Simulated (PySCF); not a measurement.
Molecule: `CC[C@H](S)C#N`, C₄H₇NS.

Geometry (Å), atoms numbered from 1 in this order:
```xyz
13

C    -1.571    0.486    0.494
C    -0.559   -0.109   -0.474
C     0.749   -0.480    0.232
S     1.631    0.994    0.914
C     1.659   -1.158   -0.651
N     2.393   -1.654   -1.374
H    -1.166    1.378    0.969
H    -2.480    0.758   -0.037
H    -1.826   -0.232    1.271
H    -0.967   -1.016   -0.928
H    -0.346    0.600   -1.277
H     0.553   -1.104    1.109
H     1.926    1.538   -0.266
```

Frames of a GFN2-xTB Langevin trajectory at 400 K; GIAO PBE0/pcSseg-1 shieldings in PySCF 2.14.0 with density-fitted response routines, gas phase, non-relativistic; equivalent atoms averaged within each frame.

Shifts are taken against calculated references (same method and geometry level): ¹³C (186.93 ppm), ¹H (31.72 ppm) against TMS; ³³S (503.73 ppm) vs CS2; ¹⁵N (267.73 ppm) vs NH3. The references are static minima.

Problem. How do the shifts (ppm) fluctuate along the trajectory?

Solution. 
```tsv
time (fs)	C5	C3	C2	C1	S4	N6	H13	H10	H12	H7/H8/H9
250	130.9	42.4	37.4	20.3	93	323.7	3.40	3.04	2.25	2.14
425	123.0	36.6	41.1	20.8	11	299.7	3.16	3.06	4.23	1.95
625	124.9	32.6	38.6	12.9	-3	294.4	3.20	2.76	2.22	1.04
800	126.2	27.0	28.6	2.4	-18	303.9	2.69	2.44	2.45	-0.24
1000	125.5	34.4	43.9	6.5	-7	300.6	3.13	2.00	3.19	0.19
mean of frames	126.1	34.6	37.9	12.6	15	304.5	3.12	2.66	2.87	1.02
standard deviation	2.9	5.6	5.8	8.2	45	11.3	0.26	0.45	0.86	1.05
```

5 frames give an uncertainty of the mean of about the standard deviation over 2.2 at best, since frames this close in time may not be independent; classical motion lacks zero-point vibration, and the reference would need the same averaging.
